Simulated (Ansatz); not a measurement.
`[OH][Mg][SH]` + H₂ → `[OH][MgH]` + H₂S  (hydrogenolysis of a Mg–S bond)

Program: Ansatz. Geometries: PBE0-D4/def2-TZVP. ΔE: electronic, gas phase. CBS: MP2 limit from def2 TZ/QZ plus the TZ coupled-cluster correction, frozen cores. This one scheme is used for every species. Functionals use def2-TZVPP. B3LYP here is the variant with VWN-RPA as its local correlation; programs differ in this. For Mg outer-core shells are correlated without core-valence functions, which leaves a few kJ/mol of doubt a bond. One conformer a species, not always the lowest.

`[OH][Mg][SH]`:

Cartesian coordinates in Å:
```
O -0.737 1.561 0.568
Mg 0.053 0.023 0.252
S 1.028 -2.008 -0.120
H -0.935 2.479 0.691
H 0.591 -2.055 -1.391
```

H₂:

```xyz
2

H    -0.209    0.272    0.147
H     0.209   -0.272   -0.147
```

`[OH][MgH]`:

```xyz
4

O    -0.607    0.858   -0.176
Mg    0.395   -0.559    0.115
H    -1.145    1.621   -0.334
H     1.358   -1.921    0.395
```

H₂S:

```xyz
3

S    -0.002   -0.188   -0.590
H     0.900    0.433    0.184
H    -0.898   -0.245    0.406
```

| level | ΔE (kcal/mol) |
| --- | --- |
| PBE-D4 | 25.7 |
| BLYP-D4 | 25.2 |
| B3LYP-D4 | 25.2 |
| PBE-QIDH | 26.6 |
| BLYP | 24.4 |
| r2SCAN0 | 27.0 |
| HF/def2-SVP | 23.2 |
| CCSD/def2-TZVPP | 24.8 |

**Question.** What does CCSD(T)/CBS give? (Best estimate.)

**Answer.** Ansatz gave: +26.9 kcal/mol. The listed levels differ from it by -1.2, -1.7, -1.7, -0.3, -2.5, 0.1, -3.7, -2.1 kcal/mol.

Largest T1 diagnostic among the species: 0.010.

Leaving LDA and LC-ωPBE aside and taking each functional with its dispersion term where it has one, the values, not all of them listed here, spread over 6.2 kcal/mol, from B97M-V to r2SCAN-D4. LDA lies −1.3 kcal/mol from PBE without D4. At CCSD(T), def2-SVP lies −2.1 kcal/mol from the extrapolated value and def2-TZVPP −1.4 kcal/mol.
